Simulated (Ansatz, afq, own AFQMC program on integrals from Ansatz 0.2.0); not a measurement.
## AlN, triplet in 6-31G, levels against full CI

```xyz
2

Al    0.0000    0.0000    0.0000
N     0.0000    0.0000    1.7893
```

Basis 6-31G. Noble-gas cores (and the filled d shells of Ga–Kr and In–Xe) are frozen. Integrals, coupled cluster, full CI and functionals: Ansatz 0.2.0; the random walks run on the same integrals in our own AFQMC program. ph-AFQMC/CISD is guided by a CISD state made of CCSD amplitudes; releasing the constraint for a short imaginary time cuts its bias at the price of noise, slowly where states lie close. Uncertainties: one standard error, sampling alone.

Determinant: UHF, the one that the program's search chose, which needn't be the lowest solution. The geometry is a point of a scan.

Full CI on the same integrals is exact in this basis and with this determinant's frozen core.

Cautions: lower spins were not checked; an unrestricted solution with more broken spin lies lower (246 meV, ⟨S²⟩ 2.14); strong correlation (T1 0.069, weight of the determinant 0.82, largest double 0.10); unrestricted determinant slightly spin contaminated (⟨S²⟩ 2.07 against 2.00); the released energies are still falling, so no released level is given (meV from the phaseless value at times in 1/Eh: -5 ± 3 at 0.24, -17 ± 6 at 0.51, -17.1 ± 2.1 at 0.99, -20 ± 3 at 1.62, -56 ± 30 at 2.40).

The T1 diagnostic is 0.0686, the weight of the determinant in the CISD state is 0.823 and the ⟨S²⟩ of the determinant is 2.070. The size of the correlated space is 8 electrons in 16 orbitals.

```tsv
level	correlation energy (eV)
MP2	-2.3925
CCSD	-3.1886
CCSD(T)	-3.2918
```

(1) Estimate where phaseless AFQMC with the Hartree–Fock trial lies against CCSD(T) on the same integrals.

(1) 3.06 ± 0.36 kcal/mol above CCSD(T).

Reference: full CI, correlation energy -3.354 eV.

```csv
level,E − E(reference) (kcal/mol),share of correlation (%)
CCSD(T),1.43,98.15
CCSDT,0.43,99.44
CCSDT(Q),-0.07,100.10
CCSDTQ,0.02,99.97
ph-AFQMC/HF,4.50 ± 0.36,94.19
ph-AFQMC/CISD,1.05 ± 0.09,98.65
```

CCSDT and higher add their correlation energy to the determinant of the CCSD(T) run, since their own runs factorise the integrals more tightly (a shift of under 2 meV). A walk keeps the symmetry of its determinant, which the program's search chose and which needn't be the lowest solution, so a lower state of the same spin and another symmetry isn't excluded.
